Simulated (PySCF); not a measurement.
Compound: propiolamide, C₃H₃NO.
Numbering: `[CH:1]#[C:2][C:3]([NH2:4])=[O:5]` (hydrogens: H6 on C1; H7, H8 on N4)

A linear-response calculation (PySCF, def2-SVPD basis, gas phase, vertical, core orbitals frozen in the response) gave these numbers; the functional is withheld.

Orbital energies (eV): HOMO-3 -8.68, HOMO-2 -8.44, HOMO-1 -8.11, HOMO -7.69, LUMO -1.36, LUMO+1 0.08, LUMO+2 0.39.

| state | E (eV) | f | main configurations (H = HOMO, L = LUMO) |
| --- | --- | --- | --- |
| S1 | 4.78 | 0.0000 | H→L (99%) |
| S2 | 5.74 | 0.0000 | H-3→L (98%) |
| S3 | 6.06 | 0.047 | H-2→L (65%), H→L+1 (17%) |
| S4 | 6.27 | 0.085 | H-1→L (83%) |
| S5 | 6.87 | 0.0000 | H-2→L+1 (64%), H-2→L+2 (32%) |
| S6 | 7.11 | 0.017 | H→L+2 (65%), H→L+1 (31%) |

Triplets, Tamm–Dancoff:

```
state  E (eV)  λ (nm)  main configurations (H = HOMO, L = LUMO)
   T1    4.36   284.6                                 H→L (97%)
   T2    4.61   268.9                  H-1→L (49%), H-2→L (44%)
   T3    4.81   257.8                  H-1→L (46%), H-2→L (46%)
   T4    5.33   232.8                               H-3→L (90%)
```

Vertical ionisation energy by ΔSCF with the same functional: 10.17 eV. Mean static polarisability: 47.6 au.

**Question.** Which of these was used?
A. PBE
B. HF
C. wB97X-D
D. B3LYP

**Answer.** D. B3LYP is a global hybrid with 20% exact exchange. In this run −ε(HOMO) = 7.69 eV differs from the ΔSCF value by -2.48 eV, and S1 differs from the orbital gap of 6.33 eV by -1.56 eV. The ratio −ε(HOMO)/IP is 0.76. Usual ranges for neutral molecules in this basis: 0.67 to 0.83 with B3LYP, 0.5 to 0.7 with PBE, 0.89 to 0.99 with wB97X-D; with Hartree–Fock the ratio is 1 or more (Koopmans' value less the relaxation energy is the ΔSCF value).

Level of theory: PySCF, TDDFT B3LYP/def2-SVPD, vertical, gas phase, core orbitals frozen in the response. Isolated species at its PBE0-D3(BJ)/def2-SVP geometry, gas phase.

Conformer computed: `[CH:1]#[C:2][C:3]([NH2:4])=[O:5]`: H–N4–C3–C2 0°, H–N4–C3–C2 180°.
